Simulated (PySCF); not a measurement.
Molfile (atoms numbered from 1):
```
C3H2O3
     RDKit          3D

  8  8  0  0  0  0  0  0  0  0999 V2000
    2.4740   -0.0063   -0.0212 O   0  0  0  0  0  0  0  0  0  0  0  0
    1.2884   -0.0029   -0.0123 C   0  0  0  0  0  0  0  0  0  0  0  0
    0.4992    1.1004   -0.0079 O   0  0  0  0  0  0  0  0  0  0  0  0
   -0.7964    0.6709    0.0020 C   0  0  0  0  0  0  0  0  0  0  0  0
   -0.8005   -0.6636    0.0036 C   0  0  0  0  0  0  0  0  0  0  0  0
    0.4924   -1.1012   -0.0059 O   0  0  0  0  0  0  0  0  0  0  0  0
   -1.5697    1.4090    0.0071 H   0  0  0  0  0  0  0  0  0  0  0  0
   -1.5784   -1.3970    0.0100 H   0  0  0  0  0  0  0  0  0  0  0  0
  1  2  2  0
  2  3  1  0
  3  4  1  0
  4  5  2  0
  5  6  1  0
  6  2  1  0
  4  7  1  0
  5  8  1  0
M  END
```

Geometry: GFN2-xTB; GIAO shifts from PySCF 2.14.0 with density-fitted response routines, gas phase, non-relativistic, averaged over equivalent atoms.

At PBE0/pcSseg-1 (112 basis functions, 7.1 s wall time on 1 thread of an x86-64 server CPU, shared host):
```json
{"atoms": "O1", "δ (ppm)": "298.3"}
{"atoms": "O3/O6", "δ (ppm)": "226.5"}
{"atoms": "C2", "δ (ppm)": "158.0"}
{"atoms": "C4/C5", "δ (ppm)": "138.0"}
{"atoms": "H7/H8", "δ (ppm)": "7.13"}
```

Shifts are taken against calculated references (same method and geometry level): 17O (σref 336.08) vs H2O; 13C (σref 186.93) and 1H (σref 31.72) against TMS.

**Question.** What do these become at WP04/aug-pcSseg-1?

**Answer.** 
```json
{"atoms": "O1", "δ at WP04/aug-pcSseg-1": "282.6", "change": "-15.7"}
{"atoms": "O3/O6", "δ at WP04/aug-pcSseg-1": "223.4", "change": "-3.1"}
{"atoms": "C2", "δ at WP04/aug-pcSseg-1": "160.7", "change": "+2.7"}
{"atoms": "C4/C5", "δ at WP04/aug-pcSseg-1": "141.8", "change": "+3.8"}
{"atoms": "H7/H8", "δ at WP04/aug-pcSseg-1": "7.04", "change": "-0.09"}
```

Chemical shifts δ = σref − σ; 17O (σref 312.60) vs H2O; 13C (σref 175.70) and 1H (σref 31.99) vs TMS, all at this level.

The largest change is at O1 (carbonyl oxygen). Cost: 174 basis functions, of the order of 40 core-seconds.

Unscaled 17O shifts of doubly bonded oxygen tend to come out too high, by tens of ppm or more. Experimental scales use liquid or dissolved standards, which lie at an offset from isolated H2O (liquid H2O: subtract about 36 ppm).
